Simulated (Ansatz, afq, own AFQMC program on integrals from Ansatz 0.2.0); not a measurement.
**SiH2O, triplet: a scan with AFQMC**

```
atom    x (Å)    y (Å)    z (Å)
  Si   0.0252  -0.0964   0.5977
   O  -0.0947   0.0941  -1.0410
   H   0.0797   1.1612   1.4085
   H   0.7227   0.0311  -1.5401
```

The Si1–O2 distance is changed with both sides rigid. Energies in mEh count from this geometry (1.654 Å) at the same level; the start stands on UHF, each point on the determinant named.

Basis cc-pVDZ. Only valence electrons are correlated. Ansatz 0.2.0 and our own AFQMC program on the same integrals; the CISD trial comes from CCSD amplitudes, and released means the phaseless constraint is let go. Uncertainties: one standard error, sampling alone.

Cautions, each for one point or more: lower spins were not checked; unrestricted determinant slightly spin contaminated.

| r(Si1–O2) / Å | det. | T1 | weight | ⟨S²⟩ | HF | PBE0 | CCSD(T) |
| --- | --- | --- | --- | --- | --- | --- | --- |
| 1.343 | UHF | 0.016 | 0.91 | 2.00 | 119.7 | 121.8 | 127.7 |
| 2.067 | UHF | 0.029 | 0.88 | 2.02 | 46.4 | 38.7 | 35.6 |
| 2.604 | UHF | 0.036 | 0.85 | 2.10 | 80.2 | 100.4 | 95.2 |
| 3.579 | UHF | 0.018 | 0.88 | 2.04 | 81.8 | 121.4 | 105.4 |
| 5.677 | UHF | 0.013 | 0.89 | 2.02 | 84.3 | 125.7 | 108.5 |

(1) Estimate the curve of CCSDT(Q), counted from the same start.

Answers

(1) 
```csv
r(Si1–O2) / Å,det.,T1,weight,⟨S²⟩,CCSDT(Q),ph-AFQMC/CISD,released AFQMC
1.343,UHF,0.016,0.91,2.00,128.1,127.9 ± 0.7,128.7 ± 0.9
2.067,UHF,0.029,0.88,2.02,34.6,34.6 ± 1.0,–
2.604,UHF,0.036,0.85,2.10,93.4,94.6 ± 0.9,93.6 ± 1.4*
3.579,UHF,0.018,0.88,2.04,105.7,106.7 ± 0.7,106.8 ± 1.1
5.677,UHF,0.013,0.89,2.02,–,108.2 ± 0.6,109.5 ± 1.0
```

Weight is that of the determinant in the CISD state; at the start T1 is 0.020 and the weight 0.90, and ⟨S²⟩ is 2.01. An asterisk marks released energies that aren't shown to be converged. Symmetry can't show for every point that it stays on the start's state. A dash marks a missing value, a released energy that hasn't settled or a functional that sits on another state. Largest departures from CCSDT(Q), at the points where its series has closed: CCSD(T) 1.0 mEh at 2.067 (on UHF), ph-AFQMC/CISD 0.9 mEh at 3.579 (on UHF) (within the noise), released AFQMC 1.1 mEh at 3.579 (on UHF) (within the noise), HF -23.9 mEh at 3.579 (on UHF). The functionals aren't scored here. In this small basis the wave-function levels are far from their limit, so their gap to the functionals isn't the functionals' error.
